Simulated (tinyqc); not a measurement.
Worked calculation: ROHF in the sto-6g basis, for BH2, spin multiplicity 2. One step of it, computed by the program tinyqc.

Problem. Iteration 1: building the Fock matrix. J_ij = sum D_kl (ij|kl) with D = D(alpha) + D(beta), K_ij = sum D_kl (ik|jl) for each spin; F = H + J - K(s); E = tr D H + tr D J / 2 - 0.5 sum_s tr D(s) K(s) + E_nn.

D(alpha) at the start:
```
            1B 1s      1B 2s    1B 2px     1B 2py     1B 2pz      2H 1s      3H 1s
1B 1s    1.239393  -0.310984  0.000000   0.000000   0.005936  -0.018003  -0.018003
1B 2s   -0.310984   1.180442  0.000000   0.000000  -0.019939   0.071925   0.071925
1B 2px   0.000000   0.000000  0.182988   0.000000   0.000000   0.000000   0.000000
1B 2py   0.000000   0.000000  0.000000   0.163710   0.000000   0.028034  -0.028034
1B 2pz   0.005936  -0.019939  0.000000   0.000000   0.176146   0.015453   0.015453
2H 1s   -0.018003   0.071925  0.000000   0.028034   0.015453   0.552783   0.007670
3H 1s   -0.018003   0.071925  0.000000  -0.028034   0.015453   0.007670   0.552783
```

D(beta) at the start:
```
            1B 1s      1B 2s    1B 2px     1B 2py     1B 2pz      2H 1s      3H 1s
1B 1s    0.929545  -0.233238  0.000000   0.000000   0.004452  -0.013502  -0.013502
1B 2s   -0.233238   0.885332  0.000000   0.000000  -0.014954   0.053944   0.053944
1B 2px   0.000000   0.000000  0.137241   0.000000   0.000000   0.000000   0.000000
1B 2py   0.000000   0.000000  0.000000   0.122783   0.000000   0.021026  -0.021026
1B 2pz   0.004452  -0.014954  0.000000   0.000000   0.132110   0.011590   0.011590
2H 1s   -0.013502   0.053944  0.000000   0.021026   0.011590   0.414588   0.005752
3H 1s   -0.013502   0.053944  0.000000  -0.021026   0.011590   0.005752   0.414588
```

core Hamiltonian H = T + V (hartree):
```
             1B 1s      1B 2s     1B 2px     1B 2py     1B 2pz      2H 1s      3H 1s
1B 1s   -13.083185  -3.247257   0.000000   0.000000  -0.010325  -0.295536  -0.295536
1B 2s    -3.247257  -4.010922   0.000000   0.000000  -0.097437  -0.911711  -0.911711
1B 2px    0.000000   0.000000  -3.220500   0.000000   0.000000   0.000000   0.000000
1B 2py    0.000000   0.000000   0.000000  -3.308376   0.000000  -0.815960   0.815960
1B 2pz   -0.010325  -0.097437   0.000000   0.000000  -3.251781  -0.497299  -0.497299
2H 1s    -0.295536  -0.911711   0.000000  -0.815960  -0.497299  -2.250441  -0.096726
3H 1s    -0.295536  -0.911711   0.000000   0.815960  -0.497299  -0.096726  -2.250441
```

Two-electron integrals (ij|kl) in chemists' order, unique and non-zero (hartree):
```
(11|11) 2.924993    (21|11) 0.480756    (21|21) 0.099484    (22|11) 0.743449
(22|21) 0.188967    (22|22) 0.544922    (31|31) 0.021096    (32|31) 0.030854
(32|32) 0.120443    (33|11) 0.743450    (33|21) 0.188967    (33|22) 0.544922
(33|33) 0.587109    (41|41) 0.021096    (42|41) 0.030854    (42|42) 0.120443
(43|43) 0.031641    (44|11) 0.743450    (44|21) 0.188967    (44|22) 0.544922
(44|33) 0.523827    (44|44) 0.587109    (51|51) 0.021096    (52|51) 0.030854
(52|52) 0.120443    (53|53) 0.031641    (54|54) 0.031641    (55|11) 0.743450
(55|21) 0.188967    (55|22) 0.544922    (55|33) 0.523827    (55|44) 0.523827
(55|55) 0.587109    (61|11) 0.044573    (61|21) 0.008956    (61|22) 0.016939
(61|33) 0.016849    (61|41) 0.000607    (61|42) 0.001176    (61|44) 0.017048
(61|51) 0.000362    (61|52) 0.000702    (61|54) 0.000119    (61|55) 0.016920
(61|61) 0.000837    (62|11) 0.136045    (62|21) 0.035354    (62|22) 0.115945
(62|33) 0.112437    (62|41) 0.003498    (62|42) 0.022515    (62|44) 0.120199
(62|51) 0.002087    (62|52) 0.013433    (62|54) 0.004631    (62|55) 0.115200
(62|61) 0.003404    (62|62) 0.038469    (63|31) 0.003233    (63|32) 0.015720
(63|43) 0.003939    (63|53) 0.002350    (63|63) 0.003573    (64|11) 0.121110
(64|21) 0.031843    (64|22) 0.109504    (64|33) 0.104020    (64|41) 0.005843
(64|42) 0.034604    (64|44) 0.118221    (64|51) 0.001557    (64|52) 0.011267
(64|54) 0.006123    (64|55) 0.106271    (64|61) 0.003187    (64|62) 0.042148
(64|64) 0.048838    (65|11) 0.072257    (65|21) 0.018998    (65|22) 0.065333
(65|33) 0.062061    (65|41) 0.001557    (65|42) 0.011267    (65|44) 0.065834
(65|51) 0.004162    (65|52) 0.022442    (65|54) 0.006190    (65|55) 0.068104
(65|61) 0.001901    (65|62) 0.025147    (65|64) 0.027007    (65|65) 0.019686
(66|11) 0.318613    (66|21) 0.084323    (66|22) 0.312368    (66|33) 0.296391
(66|41) 0.008444    (66|42) 0.074700    (66|44) 0.331738    (66|51) 0.005038
(66|52) 0.044568    (66|54) 0.021089    (66|55) 0.308973    (66|61) 0.008201
(66|62) 0.143875    (66|64) 0.169528    (66|65) 0.101145    (66|66) 0.774999
(71|11) 0.044573    (71|21) 0.008956    (71|22) 0.016939    (71|33) 0.016849
(71|41) -0.000607   (71|42) -0.001176   (71|44) 0.017048    (71|51) 0.000362
(71|52) 0.000702    (71|54) -0.000119   (71|55) 0.016920    (71|61) 0.000797
(71|62) 0.003082    (71|64) 0.002667    (71|65) 0.001732    (71|66) 0.007356
(71|71) 0.000837    (72|11) 0.136045    (72|21) 0.035354    (72|22) 0.115945
(72|33) 0.112437    (72|41) -0.003498   (72|42) -0.022515   (72|44) 0.120199
(72|51) 0.002087    (72|52) 0.013433    (72|54) -0.004631   (72|55) 0.115200
(72|61) 0.003082    (72|62) 0.022912    (72|64) 0.019397    (72|65) 0.014675
(72|66) 0.063276    (72|71) 0.003404    (72|72) 0.038469    (73|31) 0.003233
(73|32) 0.015720    (73|43) -0.003939   (73|53) 0.002350    (73|63) 0.001833
(73|73) 0.003573    (74|11) -0.121110   (74|21) -0.031843   (74|22) -0.109504
(74|33) -0.104020   (74|41) 0.005843    (74|42) 0.034604    (74|44) -0.118221
(74|51) -0.001557   (74|52) -0.011267   (74|54) 0.006123    (74|55) -0.106271
(74|61) -0.002667   (74|62) -0.019397   (74|64) -0.015229   (74|65) -0.012260
(74|66) -0.053146   (74|71) -0.003187   (74|72) -0.042148   (74|74) 0.048838
(75|11) 0.072257    (75|21) 0.018998    (75|22) 0.065333    (75|33) 0.062061
(75|41) -0.001557   (75|42) -0.011267   (75|44) 0.065834    (75|51) 0.004162
(75|52) 0.022442    (75|54) -0.006190   (75|55) 0.068104    (75|61) 0.001732
(75|62) 0.014675    (75|64) 0.012260    (75|65) 0.011046    (75|66) 0.041774
(75|71) 0.001901    (75|72) 0.025147    (75|74) -0.027007   (75|75) 0.019686
(76|11) 0.013044    (76|21) 0.003401    (76|22) 0.011480    (76|33) 0.011122
(76|44) 0.011498    (76|51) 0.000329    (76|52) 0.002215    (76|55) 0.011820
(76|61) 0.000315    (76|62) 0.003172    (76|64) 0.003093    (76|65) 0.002249
(76|66) 0.010786    (76|71) 0.000315    (76|72) 0.003172    (76|74) -0.003093
(76|75) 0.002249    (76|76) 0.000353    (77|11) 0.318613    (77|21) 0.084323
(77|22) 0.312368    (77|33) 0.296391    (77|41) -0.008444   (77|42) -0.074700
(77|44) 0.331738    (77|51) 0.005038    (77|52) 0.044568    (77|54) -0.021089
(77|55) 0.308973    (77|61) 0.007356    (77|62) 0.063276    (77|64) 0.053146
(77|65) 0.041774    (77|66) 0.185909    (77|71) 0.008201    (77|72) 0.143875
(77|74) -0.169528   (77|75) 0.101145    (77|76) 0.010786    (77|77) 0.774999
```

nuclear repulsion = 3.37947614 hartree

Give: Coulomb J; exchange K(alpha); exchange K(beta); F(alpha); F(beta); total energy of this density.

Solution.

Coulomb J (hartree):
```
         1B 1s   1B 2s  1B 2px   1B 2py  1B 2pz   2H 1s    3H 1s
1B 1s   8.7481  1.6859  0.0000   0.0000  0.0098  0.1547   0.1547
1B 2s   1.6859  3.7205  0.0000   0.0000  0.0898  0.8249   0.8249
1B 2px  0.0000  0.0000  3.6874   0.0000  0.0000  0.0000   0.0000
1B 2py  0.0000  0.0000  0.0000   3.7607  0.0000  0.7924  -0.7924
1B 2pz  0.0098  0.0898  0.0000   0.0000  3.7135  0.4829   0.4829
2H 1s   0.1547  0.8249  0.0000   0.7924  0.4829  2.5373   0.0819
3H 1s   0.1547  0.8249  0.0000  -0.7924  0.4829  0.0819   2.5373
```

exchange K(alpha) (hartree):
```
         1B 1s   1B 2s  1B 2px   1B 2py  1B 2pz   2H 1s    3H 1s
1B 1s   3.4551  0.5794  0.0000   0.0000  0.0032  0.0601   0.0601
1B 2s   0.5794  0.7890  0.0000   0.0000  0.0318  0.2546   0.2546
1B 2px  0.0000  0.0000  0.2762   0.0000  0.0000  0.0000   0.0000
1B 2py  0.0000  0.0000  0.0000   0.3335  0.0000  0.1565  -0.1565
1B 2pz  0.0032  0.0318  0.0000   0.0000  0.2965  0.0962   0.0962
2H 1s   0.0601  0.2546  0.0000   0.1565  0.0962  0.5176   0.0465
3H 1s   0.0601  0.2546  0.0000  -0.1565  0.0962  0.0465   0.5176
```

exchange K(beta) (hartree):
```
         1B 1s   1B 2s  1B 2px   1B 2py  1B 2pz   2H 1s    3H 1s
1B 1s   2.5913  0.4345  0.0000   0.0000  0.0024  0.0451   0.0451
1B 2s   0.4345  0.5918  0.0000   0.0000  0.0238  0.1910   0.1910
1B 2px  0.0000  0.0000  0.2071   0.0000  0.0000  0.0000   0.0000
1B 2py  0.0000  0.0000  0.0000   0.2502  0.0000  0.1174  -0.1174
1B 2pz  0.0024  0.0238  0.0000   0.0000  0.2224  0.0722   0.0722
2H 1s   0.0451  0.1910  0.0000   0.1174  0.0722  0.3882   0.0349
3H 1s   0.0451  0.1910  0.0000  -0.1174  0.0722  0.0349   0.3882
```

F(alpha) (hartree):
```
          1B 1s    1B 2s  1B 2px   1B 2py   1B 2pz    2H 1s    3H 1s
1B 1s   -7.7901  -2.1407  0.0000   0.0000  -0.0038  -0.2009  -0.2009
1B 2s   -2.1407  -1.0794  0.0000   0.0000  -0.0394  -0.3415  -0.3415
1B 2px   0.0000   0.0000  0.1907   0.0000   0.0000   0.0000   0.0000
1B 2py   0.0000   0.0000  0.0000   0.1188   0.0000  -0.1800   0.1800
1B 2pz  -0.0038  -0.0394  0.0000   0.0000   0.1652  -0.1107  -0.1107
2H 1s   -0.2009  -0.3415  0.0000  -0.1800  -0.1107  -0.2307  -0.0613
3H 1s   -0.2009  -0.3415  0.0000   0.1800  -0.1107  -0.0613  -0.2307
```

F(beta) (hartree):
```
          1B 1s    1B 2s  1B 2px   1B 2py   1B 2pz    2H 1s    3H 1s
1B 1s   -6.9263  -1.9959  0.0000   0.0000  -0.0030  -0.1859  -0.1859
1B 2s   -1.9959  -0.8822  0.0000   0.0000  -0.0314  -0.2778  -0.2778
1B 2px   0.0000   0.0000  0.2598   0.0000   0.0000   0.0000   0.0000
1B 2py   0.0000   0.0000  0.0000   0.2022   0.0000  -0.1409   0.1409
1B 2pz  -0.0030  -0.0314  0.0000   0.0000   0.2393  -0.0866  -0.0866
2H 1s   -0.1859  -0.2778  0.0000  -0.1409  -0.0866  -0.1013  -0.0497
3H 1s   -0.1859  -0.2778  0.0000   0.1409  -0.0866  -0.0497  -0.1013
```

total energy of this density = -25.280662 hartree

This density is the starting one; it is not idempotent, so its energy is not variational and may lie below the converged one.
